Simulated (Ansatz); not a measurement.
# C3H3NO: how energies converge with the basis set

An exercise on one series of results from a longer session: the logs are not shown, and one member is left open.

Computed with Ansatz 0.2.0, Gaussian basis. Level: one geometry, several basis sets.

Plan: PBE0-D4/def2-SVP; ωB97M-V/def2-SVP; PBE0-D4/def2-QZVPP; ωB97M-V/def2-QZVPP; the functionals' def2-TZVPP values are taken from earlier runs.

1 further run of the same task is left out (it didn't finish).

**The geometry**

The geometry comes from an earlier relaxation with PBE0-D4 in a triple-zeta def2 set; it is a stationary point, not always the lowest conformer.

SMILES `C1=COCN=1`, 8 atoms, charge 0, spin multiplicity 1.

Atoms are counted from 1 here; the program's logs count them from 0.

Bond lengths: C1–C2 1.469 Å, C1–N5 1.329 Å, C2–O3 1.280 Å, C2–H6 1.088 Å, O3–C4 1.472 Å, C4–N5 1.397 Å, C4–H7 1.094 Å, C4–H8 1.094 Å. Angles: C2–C1–N5 101.0°, C1–C2–O3 116.6°, C1–C2–H6 128.5°, O3–C2–H6 114.9°, C2–O3–C4 102.9°, O3–C4–N5 106.6°, O3–C4–H7 106.1°, O3–C4–H8 106.1°, N5–C4–H7 113.6°, N5–C4–H8 113.6°, H7–C4–H8 110.1°, C1–N5–C4 112.9°.

Set-up of the first run:

The input, in.yaml:

```yaml
crystal:
  periodic: [false, false, false]
  atoms:
    - {symbol: C, position_ang: [-0.098051, 1.395725, -0.637732]}
    - {symbol: C, position_ang: [0.226900, 0.937733, 0.719163]}
    - {symbol: O, position_ang: [0.231098, -0.327687, 0.911954]}
    - {symbol: C, position_ang: [-0.120206, -0.863883, -0.412768]}
    - {symbol: N, position_ang: [-0.293427, 0.236122, -1.255848]}
    - {symbol: H, position_ang: [0.467880, 1.534824, 1.595811]}
    - {symbol: H, position_ang: [0.708414, -1.515609, -0.706292]}
    - {symbol: H, position_ang: [-1.030408, -1.454325, -0.269890]}
basis:
  gaussian: {orbitals: def2-SVP}
hamiltonian: {xc: pbe0, dispersion: d4}
output: {orbitals: {seedname: orbitals}}
```

The run is started by

```sh
$ ansatz run in.yaml --threads 2 --pin off --events-out ev --progress --plain --max-ram 4352MiB
```

Among the steps run: PBE0-D4 in def2-SVP; ωB97M-V in def2-SVP; PBE0-D4 in def2-QZVPP; ωB97M-V in def2-QZVPP.

One of the session's tables, all rows but one given; the rest of the session is left out.

It belongs to the step «Density functionals: the series». 

| functional | basis | HOMO (eV) | LUMO (eV) |
| --- | --- | --- | --- |
| PBE0-D4 | def2-SVP | -5.28 | -3.23 |
| PBE0-D4 | def2-TZVPP | -5.60 | -3.28 |
| PBE0-D4 | def2-QZVPP | ? | ? |
| ωB97M-V | def2-SVP | -7.60 | -0.94 |
| ωB97M-V | def2-TZVPP | -7.97 | -1.05 |
| ωB97M-V | def2-QZVPP | -8.03 | -1.10 |

**Question.** Estimate the row for PBE0-D4, def2-QZVPP.

**Answer.** HOMO (eV): -5.66; LUMO (eV): -3.32. In the column «HOMO (eV)» it lies between ωB97M-V, def2-SVP (-7.60) and PBE0-D4, def2-TZVPP (-5.60).
